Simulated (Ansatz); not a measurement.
# AlH3Cl (doublet): from Hartree-Fock to the top rungs at distance Al1–H4 along a hydrogen transfer = 1.475 Å, cc-pVDZ

How much of the correlation energy of AlH3Cl (doublet) does each wave-function method recover here?

The runs use Ansatz 0.2.0, Gaussian basis; cc-pVDZ, correlated electrons: outside noble gas.

The runs, in order: UHF; CCSD(T) on ROHF; CCSD(T) on UHF; BCCD(T) on ROHF; CISD; CCSDT(Q) on ROHF; CCSDT(Q) on UHF; CASSCF and MRCISD+Q, 3 electrons in 3 orbitals; CASSCF and NEVPT2, 3 electrons in 3 orbitals.

## Step 1: The system

The geometry derives from fragments relaxed apart (PBE0/def2-TZVP) and kept rigid, so it is no stationary point. A hydrogen atom is moved between rigid fragments.

5 atoms, charge 0, spin multiplicity 2.

Atoms are counted from 1 here; the program's logs count them from 0.

Bond lengths: Al1–H2 1.586 Å, Al1–H3 1.586 Å, Al1–H4 1.475 Å. Angles: H2–Al1–H3 120.0°, H2–Al1–H4 120.0°, H3–Al1–H4 120.0°.

In the tables R marks a restricted open-shell determinant and U an unrestricted one; 'pair' is the active space of 3 electrons in 3 orbitals; correlation energies count from the lowest restricted Hartree-Fock solution.

## Step 2: UHF

Contents of in.yaml:

```yaml
crystal:
  periodic: [false, false, false]
  atoms:
    - {symbol: Al, position_ang: [-1.809442, 0.000000, 0.000000]}
    - {symbol: H, position_ang: [-2.602366, 1.373384, 0.000000]}
    - {symbol: H, position_ang: [-2.602366, -1.373384, 0.000000]}
    - {symbol: H, position_ang: [-0.334442, 0.000000, 0.000000]}
    - {symbol: Cl, position_ang: [1.534558, 0.000000, 0.000000]}
basis:
  gaussian: {orbitals: cc-pVDZ}
magnetization: {spin_polarized: true, initial_magnetization: 1}
hamiltonian: {xc: hf}
output: {orbitals: {seedname: orbitals}}
```

Started as:

```console
$ ansatz run in.yaml --threads 1 --pin off --events-out ev --progress --plain --max-ram 2393MiB
```

The runs that follow: CCSD(T) on ROHF; CCSD(T) on UHF; BCCD(T) on ROHF; CISD; CCSDT(Q) on ROHF; CCSDT(Q) on UHF; CASSCF and MRCISD+Q, 3 electrons in 3 orbitals; CASSCF and NEVPT2, 3 electrons in 3 orbitals.

Before running them: what should the planned runs give, taken together? Wanted: correlation energy, UCCSDT(Q); RMP2 from UCCSDT(Q); UMP2 from UCCSDT(Q); RCCSD from UCCSDT(Q); RCCSD(T) from UCCSDT(Q); UCCSD(T) from UCCSDT(Q); RCCSDT(Q) from UCCSDT(Q); NEVPT2 pair from UCCSDT(Q); MRCISD+Q pair from UCCSDT(Q).

**Answer**, as computed:

| quantity | value |
| --- | --- |
| correlation energy, UCCSDT(Q) | -6.7383 eV |
| RMP2 from UCCSDT(Q) | +1174.2 meV |
| UMP2 from UCCSDT(Q) | +1193.7 meV |
| RCCSD from UCCSDT(Q) | +121.0 meV |
| RCCSD(T) from UCCSDT(Q) | +27.0 meV |
| UCCSD(T) from UCCSDT(Q) | +27.0 meV |
| RCCSDT(Q) from UCCSDT(Q) | +0.3 meV |
| NEVPT2 pair from UCCSDT(Q) | +1150.7 meV |
| MRCISD+Q pair from UCCSDT(Q) | +24.4 meV |
| levels of the table within 1 kcal/mol (43 meV) | RCCSD(T), UCCSD(T), BCCD(T), RCCSDT, UCCSDT, RCCSDT(Q), MRCISD+Q pair |
| T1 diagnostic | 0.020 |

**Reading.** RCCSD(T) lands +27.0 meV from the yardstick (0.4 % of the correlation energy). Of the multireference levels listed MRCISD+Q pair comes nearest in total energy (+24.4 meV), which doesn't show that its space is the better one. These misses are within one basis, not against nature; the frozen cores of restricted and unrestricted runs differ, which can shift their rows.
